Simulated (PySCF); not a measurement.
acetamide cation (C2H5NO), SMILES CC(N)=O (connectivity only; charge and spin as stated), charge +1, multiplicity 2.

Coordinates come from a B3LYP-D3(BJ)/def2-SVP optimisation. The multiplicity is an assumed one; other spin states were not compared. Other conformers were not sampled.

Calculation: M06-2X/def2-TZVPD (PySCF).

Isolated molecule, no solvent.

Computed frontier levels, dipole moment and polarisability:
```yaml
"α spin, highest occupied and lowest empty level": -17.30 and -5.77 eV
"β spin, highest occupied and lowest empty level": -17.02 and -10.07 eV
dipole_moment_about_the_centre_of_nuclear_charge: 2.86 D
mean_static_polarisability: 33.3 bohr³ (4.94 Å³)
polarisability_principal_values: 24.2, 36.5, 39.2 bohr³
"⟨S²⟩": 0.755 (pure state 0.75)
```
